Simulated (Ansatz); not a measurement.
Relaxed structures of B2H3O, doublet (PBE0-D4/def2-TZVP; forces vanish, vibrations not checked; lower isomers may exist, and structures with a doubtful reference or unclear bonds are left out; Å). Program: Ansatz 0.2.0. Basis: def2-TZVPP. Cores are frozen in the correlated methods; orbitals are unrestricted.

(1) Rank them by CCSD(T) energy, lowest first, and give each one's height above the lowest. Links in brackets join atoms within 1.22 times the sum of their covalent radii (1.1 for two metals). (An estimate is asked for; the value comes from the calculation.)
A.
B₂H₃O ([BH2][B][OH])
```
6
angstrom
B -0.4229 -0.1603 -0.1131
O -1.4269 -0.9385 -0.4149
B 0.7449 0.8252 0.2448
H -1.2760 -1.8888 -0.4593
H 1.4247 1.2800 -0.6288
H 0.9497 1.1104 1.3889
```
B.
B₂H₃O ([BH][O][BH2])
```
6
angstrom
B -1.3102 -0.8607 -0.3811
O -0.2843 -0.1144 -0.0769
B 0.6861 0.7659 0.2258
H -1.2762 -2.0555 -0.4726
H 1.3333 1.2188 -0.6710
H 0.8513 1.0459 1.3758
```
C.
a complex of B₂HO ([B][O][BH]) + H₂
```
6
angstrom
B -0.4503 -0.5304 -0.0187
O 0.0099 0.6366 0.3121
B 0.3879 1.9161 0.4718
H -1.5061 -3.3854 -0.7940
H -1.7540 -4.0663 -0.9788
H 1.0664 2.2747 1.3887
```

The T1 diagnostic stays at or below 0.021. ⟨S²⟩ of the unrestricted Hartree–Fock references: 0.75 to 0.76 (a pure state has 0.75).

Results:

(1) The calculation gives: B (0.000 eV), A (0.341 eV), C (2.515 eV). Heights count from the lowest.

For scale, one of the runs: CCSD(T)/def2-TZVPP, 135 basis functions, launched by `ansatz run in.yaml --threads 2 --pin off --events-out ev --progress --plain --max-ram 4352MiB`. Hardware: 2 CPU threads of an Intel Xeon, shared host. Wall time 23 s; peak host memory 1.8 GiB.
